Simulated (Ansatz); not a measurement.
# A Morse fit to a bond in HSiC, quartet, and a point to predict

Starting geometry (PBE0/def2-TZVP stationary point for this spin, which needn't be the lowest; state A''):

```xyz
3

Si    0.0000   -0.0832    0.5272
C     0.0000    0.0762   -1.3058
H     0.0000    1.4109    0.8685
```

Atom H3 moves along the line of the distance Si1-H3, all else staying in place. Energies are in eV from the starting point at each level.

Basis 6-31G; Ansatz 0.2.0. Only valence electrons are correlated (noble-gas cores frozen).

Full CI is exact within this basis and frozen core; it isn't the basis-set limit.

```csv
distance Si1-H3 (Å),full CI,B3LYP
1.232,1.281,1.219
1.345,0.474,0.439
1.533,0.000,0.000
1.669,0.016,0.041
1.855,0.246,0.312
2.117,?,?
2.418,1.056,1.289
2.818,1.257,1.618
3.335,1.281,1.763
4.087,1.274,1.808
5.103,1.274,1.819
```

A Morse curve E(r) = E0 + De (1 − exp(−a (r − re)))² is laid through the three points about the minimum (1.345, 1.533, 1.669 Å), with E0 + De set to the last point:

```json
{"level": "full CI", "re (Å)": "1.584", "a (1/Å)": "2.005", "E0 (eV)": "-0.015", "De (eV)": "1.289", "k = 2 De a² (eV/Å²)": "10.4"}
{"level": "B3LYP", "re (Å)": "1.569", "a (1/Å)": "1.795", "E0 (eV)": "-0.008", "De (eV)": "1.827", "k = 2 De a² (eV/Å²)": "11.8"}
```

Use the full-CI fit to predict the withheld energy at 2.117 Å.

exp(−2.005 × (2.117 − 1.584)) = 0.3435; E = -0.015 + 1.289 × (1 − 0.3435)² = 0.541 eV. Full CI in 6-31G gives 0.672 eV, so the Morse form is 0.131 eV too low there (10.2 % of De). So large a miss says that the curve isn't Morse-like here, as when the state changes its character along the stretch. At the other points past the fit it misses by up to 0.22 eV (at 2.418 Å), so the curve isn't Morse-like throughout. B3LYP gives 0.815 eV.

Unrestricted Kohn–Sham rows aren't spin-pure: their determinants' ⟨S²⟩ exceeds S(S+1) by up to 0.14, so they mix in states of higher spin.

Kohn–Sham is unrestricted where that lies lower.

De here is the energy of pulling rigid fragments apart in this basis, without relaxation or zero-point terms. The set has no polarisation functions, so bonds come out too long and too weak, most of all with atoms from Na to Ar. B3LYP's well is off by more than the basis explains; semilocal functionals spread charge over stretched fragments.

In so small a basis the reference is far from its limit while semilocal and hybrid functionals are nearer theirs, so the functionals' errors here hold much of the reference's basis and frozen-core error, which can add to them or hide them.
